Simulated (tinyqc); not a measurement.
Inside a calculation. Method: Hueckel theory of the pi electrons, for the molecule c1ccoc1 (SMILES; centres numbered as the heavy atoms are written). One step of it, computed by the program tinyqc.

Question. Orbitals. Diagonalise; E = alpha + x beta with beta < 0, so the largest x are filled first; degenerate levels share their electrons. P = sum n_i c_ri c_si; each orbital has its largest coefficient positive (the first on a tie).

Hueckel matrix in units of beta (H = alpha + beta A):
```
          1C        2C        3C        4O        5C
1C  0.000000  1.000000  0.000000  0.000000  1.000000
2C  1.000000  0.000000  1.000000  0.000000  0.000000
3C  0.000000  1.000000  0.000000  0.800000  0.000000
4O  0.000000  0.000000  0.800000  2.000000  0.800000
5C  1.000000  0.000000  0.000000  0.800000  0.000000
```

pi electrons, sum of z_r less the charge = 6

Give: x values; occupations; coefficients; charge and bond-order matrix P.

Answer.

x values: 2.6333  1.3143  0.6180  -0.9477  -1.6180

occupations: 2.0000  2.0000  2.0000  0.0000  0.0000

coefficients:
```
       MO1      MO2      MO3      MO4      MO5
1C  0.2026   0.6046  -0.3717  -0.3056   0.6015
2C  0.2026   0.6046   0.3717  -0.3056  -0.6015
3C  0.3309   0.1901   0.6015   0.5953   0.3717
4O  0.8360  -0.4435   0.0000  -0.3231   0.0000
5C  0.3309   0.1901  -0.6015   0.5953  -0.3717
```

charge and bond-order matrix P:
```
         1C       2C       3C       4O       5C
1C   1.0896   0.5368  -0.0833  -0.1975   0.8111
2C   0.5368   1.0896   0.8111  -0.1975  -0.0833
3C  -0.0833   0.8111   1.0149   0.3847  -0.4324
4O  -0.1975  -0.1975   0.3847   1.7912   0.3847
5C   0.8111  -0.0833  -0.4324   0.3847   1.0149
```
